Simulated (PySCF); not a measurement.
**How the method moves the HOMO and LUMO of `CC[PH](=O)CC`**

Species: C4H11OP.
Geometry (PBE0-D3(BJ)/def2-SVP, Å), atoms numbered from 1 in this order:
```xyz
17
C4H11OP angstrom
C     -2.306    0.280   -0.097
C     -1.485   -0.948    0.263
P      0.281   -0.874   -0.180
O      1.045   -2.135    0.072
C      0.972    0.589    0.662
C      2.480    0.674    0.466
H     -1.994    1.166    0.476
H     -3.373    0.114    0.113
H     -2.218    0.526   -1.168
H     -1.518   -1.166    1.344
H     -1.864   -1.854   -0.239
H      0.228   -0.448   -1.549
H      0.455    1.495    0.304
H      0.724    0.473    1.731
H      2.740    0.847   -0.590
H      2.912    1.495    1.057
H      2.954   -0.270    0.773
```

Basis pcSseg-1 throughout (PySCF), one geometry. Geometry: PBE0-D3(BJ)/def2-SVP, one conformer, isolated molecule.

How do the orbital energies, the gap and the dipole change with the method?

```
  method           kind  HOMO (eV)  LUMO (eV)  gap (eV)  μ (D)  SCF cycles
   B97-D            GGA      -5.99       0.32      6.31   4.06          15
     KT3            GGA      -6.11       0.08      6.19   3.93          15
     KT2            GGA      -6.13       0.03      6.16   3.95          16
   B3LYP  global hybrid      -7.20       0.70      7.91   4.20          13
    PBE0  global hybrid      -7.47       1.00      8.48   4.24          13
mPW1PW91  global hybrid      -7.51       1.03      8.53   4.26          13
```

The HOMO spans 1.52 eV, from B97-D down to mPW1PW91, and the gap runs from 6.16 eV (KT2) to 8.53 eV (mPW1PW91). Over the methods B97-D (0 %), KT3 (0 %), KT2 (0 %), B3LYP (20 %), PBE0 (25 %), mPW1PW91 (25 %), a straight line through the gap against the share of exact exchange rises by 0.90 eV for each 10 % (correlation coefficient 0.998). The dipole ranges from 3.93 D (KT3) to 4.26 D (mPW1PW91). This basis has no diffuse functions.
